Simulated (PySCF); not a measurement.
C3H2ClOP.
Cartesian coordinates in Å at the GFN2-xTB level; atoms count from 1:
```
atom  x, y, z in Å
Cl1    2.676   -0.680    0.040
C2     0.987   -0.390    0.038
C3     0.437    0.851   -0.073
O4    -0.893    0.865   -0.053
C5    -1.395   -0.367    0.075
P6    -0.265   -1.647    0.180
H7     0.932    1.799   -0.174
H8    -2.469   -0.422    0.098
```

Computed at PBE0/pcSseg-1 (PySCF, non-relativistic), with Q(35Cl) = −0.0817 b, Q(17O) = −0.0256 b: Cl1, 35Cl (I = 3/2): χzz = -79.36 MHz, η = 0.041; O4, 17O (I = 5/2): χzz = -8.564 MHz, η = 0.121.

Problem. Where would the pure quadrupole (NQR) lines of 35Cl at Cl1 fall for the rigid, isolated species?

Solution. From ν = (|χ|/2)√(1 + η²/3): ν = 39.69 MHz (aryl chlorine). For 37Cl the ratio of quadrupole moments, 0.7881, gives 31.28 MHz.

Problem. Find the zero-field quadrupole resonance frequencies of 17O at O4.

Solution. From the eigenvalues of H = χ/[4I(2I − 1)] × [3Iz² − I(I + 1) + η(Ix² − Iy²)], steps between neighbouring levels, labelled as for η = 0: ±1/2↔±3/2 1.305 MHz, ±3/2↔±5/2 2.562 MHz (furan-type oxygen).

Problem. Apply the simplest Townes–Dailey estimate (no s hybridisation, no π bonding), ionic character = 1 − χzz/χ0, where χ0 is the coupling for one missing p electron along the bond: −109.74 MHz for 35Cl.

Solution. Cl1 on C2: 1 − (-79.36)/(-109.74) = 0.28. In this model a purely covalent bond gives χ0 and a free halide ion gives zero; s hybridisation or π bonding, where present, is counted here as ionic character.

In a crystal, neighbours and librations shift these lines. GFN2-xTB bond lengths can be off by several hundredths of an ångström, more for odd bonds, and the gradients follow them. These gradients aren't converged with respect to the basis.
